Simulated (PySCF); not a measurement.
## Broadened absorption spectrum of C3H2FNO

Species: C3H2FNO.
SMILES with atom numbers: `[F:1][c:2]1[n:3][cH:4][cH:5][o:6]1` (hydrogens: H7 on C4; H8 on C5)

Structure used (GFN2-xTB), in Å, numbered top down from 1:
```xyz
8
C3H2FNO angstrom
F      2.5070    0.0491    0.0624
C      1.2020   -0.0447    0.0217
N      0.5142   -1.1207   -0.1007
C     -0.7837   -0.6785   -0.0889
C     -0.7856    0.6706    0.0433
O      0.5061    1.0867    0.1156
H     -1.5977   -1.3661   -0.1759
H     -1.5531    1.4129    0.0979
```

Method: PySCF, TDDFT CAM-B3LYP/def2-SVPD, vertical, gas phase, core orbitals frozen in the response.

Computed states:

```json
{"state": "S1", "E (eV)": "6.62", "f": "0.157"}
{"state": "S2", "E (eV)": "6.89", "f": "0.0082"}
{"state": "S3", "E (eV)": "7.10", "f": "0.0003"}
{"state": "S4", "E (eV)": "7.48", "f": "0.023"}
{"state": "S5", "E (eV)": "7.63", "f": "0.043"}
{"state": "S6", "E (eV)": "8.23", "f": "0.0008"}
{"state": "S7", "E (eV)": "8.33", "f": "0.0053"}
{"state": "S8", "E (eV)": "8.63", "f": "0.045"}
```

Each state is given a Gaussian of 0.5 eV full width at half maximum, with ε(max) = 2.175×10⁸ f / Δν̃ (Δν̃ the width in cm⁻¹). The width is an assumption, not a result. The curve ends short of the highest state used, and states not computed would add to its high-energy end.

Q: Give the broadened spectrum and its maxima.

A: 
```tsv
λ (nm)	ε (L mol⁻¹ cm⁻¹)
154.5	620
156.4	1063
158.4	1840
160.3	2653
162.3	3251
164.2	3346
166.2	2946
168.2	2258
170.1	1619
172.1	1204
174.0	1201
176.0	1706
178.0	2765
179.9	4212
181.9	5958
183.8	7465
185.8	8474
187.7	8634
189.7	7946
191.7	6616
193.6	5093
195.6	3544
197.5	2322
199.5	1377
201.4	783
203.4	403
205.4	194
207.3	92
209.3	39
211.2	17
```

Maxima: 187 nm (6.63 eV), ε about 8700, made up of S1 (98%); 164 nm (7.58 eV), ε about 3400, made up of S4 (33%) and S5 (67%) (ε in L mol⁻¹ cm⁻¹; maxima over ε = 5, shares over 10%).

Q: On this curve, what absorbance would a 10⁻⁴ mol/L sample give at 193 nm over a 1 cm path?

A: 193 nm is 6.424 eV, where ε is about 5600 L mol⁻¹ cm⁻¹, so A = ε c l ≈ 0.56 (Beer–Lambert, with the gas-phase spectrum and the assumed width).

Q: What would ε be at 6.63 eV, the highest of these maxima, with half the width (0.25 eV)?

A: About 16900 L mol⁻¹ cm⁻¹ against 8670, a factor of about 1.9; a lone state at its own centre would give exactly 2.

Q: Coming from long wavelengths, where does ε first pass 100 L mol⁻¹ cm⁻¹?

A: At about 207 nm (5.99 eV), 0.63 eV below S1.

Hardware: one thread of an Arm Neoverse N1, no GPU, shared host with 64 logical CPUs at a one-minute load of 52. Cost: 23 s, 0.58 GiB resident at most.
